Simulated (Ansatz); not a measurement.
`FC(F)C(Cl)Cl` → `F[C]F` + `ClCCl` at 400 K and 1 bar (formal loss of a carbene).

Program: Ansatz. Geometries: PBE0-D4/def2-TZVP. ΔE: electronic, gas phase. CBS: MP2 limit from def2 TZ/QZ plus the TZ coupled-cluster correction, frozen cores. This one scheme is used for every species. One conformer a species, not always the lowest.

```tsv
species	CCSD(T)/CBS energy (Eh)	H − E (kJ/mol)	S (J/(mol·K))
`FC(F)C(Cl)Cl`	-1196.43636	140.8	369.1
`F[C]F`	-237.54028	33.0	252.5
`ClCCl`	-958.80256	94.9	286.0
```

H − E and S are ideal-gas, rigid-rotor, harmonic terms from PBE0-D4/def2-TZVP, for one conformer and one mirror image of each species. 1 Eh = 2625.50 kJ/mol, R = 8.31446 J/(mol·K).

Question: By hand: ΔE, ΔH, ΔS and ΔG.

Answer: ΔE = (-237.54028) + (-958.80256) − (-1196.43636) = 0.09352 Eh = 245.5 kJ/mol. Δ(H − E) = 33.0 + 94.9 − 140.8 = -12.9, so ΔH = 232.6 kJ/mol. ΔS = 252.5 + 286.0 − 369.1 = 169.4 J/(mol·K). ΔG = 232.6 − 400 × (169.4)/1000 = 164.8 kJ/mol.

Question: By hand: the equilibrium constant, and the temperature at which ΔG would vanish if ΔH and ΔS stayed fixed.

Answer: log₁₀ K = −ΔG/(RT ln 10) = -21.5. ΔG = 0 at ΔH/ΔS = 1373 K.

The number of gas molecules changes by +1, which sets the sign of ΔS. A doubt of 5 kJ/mol in ΔE shifts log₁₀ K by 0.7 here. Other conformers and mirror images would add mixing entropy, several J/(mol·K) or more a flexible species. These are equilibria of isolated gas molecules and say nothing of rates. Largest T1 diagnostic: 0.017 (customary marks: 0.02 for closed shells, 0.045 for open ones).
